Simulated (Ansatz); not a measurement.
fcc Rh was calculated with PBEsol in Ansatz (plane waves, PAW).

Settings: plane-wave cutoff 520 eV, 24×24×24 k mesh, Fermi–Dirac smearing 0.05 eV, no spin polarisation, scalar-relativistic PAW data made under PBE.

Energies at three volumes about the minimum:

```csv
V (Å³/atom),E − E_lowest (meV/atom)
13.233,5.12
13.503,0.00
13.773,4.84
```

Problem. Fit a parabola by hand: where is the minimum, what lattice constant follows, and what is the bulk modulus?

Solution. Slopes: (0.00 − 5.12)/(13.503 − 13.233) = -18.963 and (4.84 − 0.00)/(13.773 − 13.503) = 17.926 meV/Å³. Curvature E″ = 2 × (17.926 − (-18.963))/(13.773 − 13.233) = 136.626 meV/Å⁶. From the middle of the first interval, the slope vanishes at V0 = 13.3680 − (-18.963)/136.626 = 13.507 Å³/atom. B = V0 E″ = 13.507 × 136.626 meV/Å³ × 0.1602 GPa per meV/Å³ = 296 GPa. With 4 atoms in the cube, a = (4 × 13.507)^(1/3) = 3.780 Å. The full Birch–Murnaghan fit to all volumes gives V0 = 13.501 Å³/atom and B0 = 295 GPa.

Measured, for comparison: bulk modulus 271 GPa (corrected for temperature and zero-point phonon effects, our sources range from 271 to 289; as tabulated in Levämäki et al. (2014), arXiv:1402.3671); lattice constant a 3.794 Å (static lattice: zero-point anharmonic expansion removed; as tabulated in Mejia-Rodriguez and Trickey (2018), arXiv:1807.09216). Computed (rounded) less measured: bulk modulus +9 % (+2 % to +9 % over the range).

Ansatz is a first-principles code.
